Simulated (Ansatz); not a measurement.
# CH5 (doublet): from Hartree-Fock to the top rungs at distance C1–H5 along a hydrogen transfer = 1.607 Å, 6-31G

How much of the correlation energy of CH5 (doublet) does each wave-function method recover here?

Computed with Ansatz 0.2.0, Gaussian basis. Level: 6-31G, core rule «outside noble gas», up to 1 orbitals frozen.

Plan: UHF; CCSD(T) on ROHF; CCSD(T) on UHF; BCCD(T) on ROHF; CISD; CCSDT(Q) on ROHF; CCSDT(Q) on UHF; CCSDTQ on ROHF; CASSCF and MRCISD+Q, 3 electrons in 3 orbitals; CASSCF and NEVPT2, 3 electrons in 3 orbitals; CASSCF and MRCISD+Q, 9 electrons in 9 orbitals; CASSCF and NEVPT2, 9 electrons in 9 orbitals; Full CI.

6 further runs of the same task are left out: 1 for a mislabelled method, 5 that didn't finish.

## 1. The geometry

The geometry derives from fragments relaxed apart (PBE0/def2-TZVP) and kept rigid, so it is no stationary point. A hydrogen atom is moved between rigid fragments.

6 atoms, charge 0, spin multiplicity 2.

Atoms are counted from 1 here; the program's logs count them from 0.

Bond lengths: C1–H2 1.090 Å, C1–H3 1.090 Å, C1–H4 1.090 Å, H5–H6 0.745 Å. Angles: H2–C1–H3 109.5°, H2–C1–H4 109.5°, H3–C1–H4 109.5°.

## 2. UHF

Contents of in.yaml:

```yaml
crystal:
  periodic: [false, false, false]
  atoms:
    - {symbol: C, position_ang: [-0.169625, 0.000000, 0.000000]}
    - {symbol: H, position_ang: [-0.532830, 1.027301, 0.000000]}
    - {symbol: H, position_ang: [-0.532830, -0.513650, 0.889668]}
    - {symbol: H, position_ang: [-0.532830, -0.513650, -0.889669]}
    - {symbol: H, position_ang: [1.437375, 0.000000, 0.000000]}
    - {symbol: H, position_ang: [2.182375, 0.000000, 0.000000]}
basis:
  gaussian: {orbitals: 6-31G}
magnetization: {spin_polarized: true, initial_magnetization: 1}
hamiltonian: {xc: hf}
output: {orbitals: {seedname: orbitals}}
```

On the command line:

```
ansatz run in.yaml --threads 1 --pin off --events-out ev --progress --plain --max-ram 2393MiB
```

After this run come: CCSD(T) on ROHF; CCSD(T) on UHF; BCCD(T) on ROHF; CISD; CCSDT(Q) on ROHF; CCSDT(Q) on UHF; CCSDTQ on ROHF; CASSCF and MRCISD+Q, 3 electrons in 3 orbitals; CASSCF and NEVPT2, 3 electrons in 3 orbitals; CASSCF and MRCISD+Q, 9 electrons in 9 orbitals; CASSCF and NEVPT2, 9 electrons in 9 orbitals; Full CI.

Before running them: what should the planned runs give, taken together? Wanted: FCI below the RHF energy; RMP2 from FCI; UMP2 from FCI; RCCSD from FCI; RCCSD(T) from FCI; UCCSD(T) from FCI; RCCSDT(Q) from FCI; UCCSDT(Q) from FCI; NEVPT2 pair from FCI.

**Answer**, as computed:

| quantity | value |
| --- | --- |
| FCI below the RHF energy | -3.4963 eV |
| RMP2 from FCI | +756.3 meV |
| UMP2 from FCI | +731.7 meV |
| RCCSD from FCI | +52.4 meV |
| RCCSD(T) from FCI | +10.6 meV |
| UCCSD(T) from FCI | +11.1 meV |
| RCCSDT(Q) from FCI | +0.2 meV |
| UCCSDT(Q) from FCI | 0.0 meV |
| NEVPT2 pair from FCI | +605.5 meV |
| NEVPT2 valence from FCI | +280.0 meV |
| MRCISD+Q valence from FCI | +6.9 meV |
| levels within 1 kcal/mol (43 meV) | RCCSD(T), UCCSD(T), BCCD(T), RCCSDT, UCCSDT, RCCSDT(Q), UCCSDT(Q), RCCSDTQ, MRCISD valence, MRCISD+Q valence |
| T1 diagnostic | 0.021 |
| effectively unpaired electrons | 1.02 |

What this shows: RCCSD(T) misses by +10.6 meV, 0.3 % of the correlation energy. One determinant dominates. Of the multireference levels listed MRCISD+Q valence comes nearest in total energy (+6.9 meV), which doesn't show that its space is the better one. These misses are within one basis, not against nature; the frozen cores of restricted and unrestricted runs differ, which can shift their rows.
